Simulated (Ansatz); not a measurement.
A nudged elastic band was laid between two geometries of BH3O + H2 (7 atoms, charge 0, multiplicity 1).

All numbers below come from RKS B3LYP/6-31G* in Ansatz.

| Property | Result |
| --- | --- |
| movable images | 5 |
| climbing image | yes |
| spring | 5.0 eV/Å² |
| optimiser | quadratic models (default) |
| start path | through a guess of the saddle point |
| force threshold | 0.03 eV/Å |
| iteration limit | 60 |
| end points | relaxed |

First end point:

```xyz
7
Properties=species:S:1:pos:R:3
B -0.113 -0.931 -0.032
O -0.321 0.114 0.805
H -1.116 0.005 1.347
H 0.849 -0.869 -0.737
H -0.867 -1.864 -0.045
H 0.430 3.261 1.683
H 0.350 2.564 1.435
```

Last end point:

```xyz
7
Properties=species:S:1:pos:R:3
B -0.048 0.142 -0.074
O -0.099 0.249 1.659
H -1.000 0.522 1.900
H 1.104 -0.149 -0.255
H -0.859 -0.723 -0.276
H -0.370 1.257 -0.413
H 0.485 0.983 1.915
```

(1) Which bonds break or form, and what moves?

(2) Give the energies along the band, and the barrier.

(3) What is the geometry of the highest image?

Answers

(1) Bonds broken: H6–H7. Bonds formed: B1–H6, O2–H7. BH3O + H2 becomes BH5O.

(2) The forces met the threshold. The highest image is number 4 of 0 to 6, 44.7 kcal/mol above the first end and 24.3 kcal/mol above the last; the last end lies 20.4 kcal/mol above the first. Neighbouring images differ by up to 1.7 eV, so the band resolves the path poorly. A vibrational analysis at the climbing image gives one clearly imaginary mode, 1425i cm⁻¹: a first-order saddle point. The orbitals stay closed-shell, which can raise the energy where a bond breaks towards radicals; this wasn't checked here.

| image | path coordinate (Å) | energy (kcal/mol) | H6–H7 (Å) | B1–H6 (Å) | O2–H7 (Å) |
| --- | --- | --- | --- | --- | --- |
| 0 | 0.00 | 0.0 | 0.74 | 4.56 | 2.62 |
| 1 | 1.18 | 0.1 | 0.74 | 4.21 | 2.67 |
| 2 | 2.36 | 0.6 | 0.74 | 3.53 | 2.78 |
| 3 | 3.55 | 4.4 | 0.74 | 2.41 | 2.36 |
| 4 | 4.73 | 44.7 | 1.02 | 1.34 | 1.28 |
| 5 | 7.07 | 21.0 | 3.00 | 1.20 | 0.97 |
| 6 | 9.42 | 20.4 | 2.50 | 1.21 | 0.97 |

(3) 
```xyz
7
Properties=species:S:1:pos:R:3
B 0.048 0.071 0.183
O -0.051 0.200 1.767
H -0.974 0.050 2.028
H 1.119 -0.325 -0.159
H -0.956 -0.325 -0.330
H 0.063 1.399 -0.015
H -0.037 1.210 0.983
```

Run time: 100 s on 1 thread of Arm Neoverse V1, on a shared host, peak memory 0.087 GiB.
